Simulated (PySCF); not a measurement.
**HBAl, doublet: reading a ladder of total energies**

Geometry: a PBE0/def2-TZVP stationary point for this spin, not checked as a minimum.

```xyz
3

B     0.0000   -0.0920    0.3143
Al    0.0000   -0.0334   -1.8050
H     0.0000    0.1253    1.4907
```

Basis 6-31G; PySCF 2.14.0. Only valence electrons are correlated (noble-gas cores frozen), which leaves 7 electrons in 18 orbitals. R marks a restricted (for open shells ROHF) determinant.

Full CI is exact within this basis and frozen core; it isn't the basis-set limit.

RCCSD has a T1 diagnostic of 0.029 and a largest doubles amplitude of 0.11.

The cluster runs stand on a determinant 0.01 eV above the lowest RHF solution, chosen by a search with trial CCSD; the correlation energy below is counted from it.

```
                                 level  total energy (hartree)
RHF determinant under the cluster runs             -267.026659
                                  RMP2             -267.088204
                                 RCCSD             -267.116111
                              RCCSD(T)             -267.118023
                                RCCSDT             -267.118958
                               full CI             -267.119149
```

**Question.** What is the correlation energy at full CI, and what share of it do RMP2 and RCCSD(T) recover?

**Answer.** E(corr) = -267.119149 − (-267.026659) = -0.092490 hartree = -2.517 eV. RMP2: -0.061545 / -0.092490 = 66.54 %. RCCSD(T): -0.091364 / -0.092490 = 98.78 %.

**Question.** By how many kcal/mol does RCCSD(T) miss full CI (1 hartree = 627.509 kcal/mol), and which steps make up the rest?

**Answer.** -267.118023 − (-267.119149) = 0.001126 hartree = 0.71 kcal/mol. Steps: RCCSDT − RCCSD(T) = -0.59, full CI − RCCSDT = -0.12 kcal/mol. That is within 1 kcal/mol of the reference in this basis, which itself misses far more of the correlation at the basis-set limit.
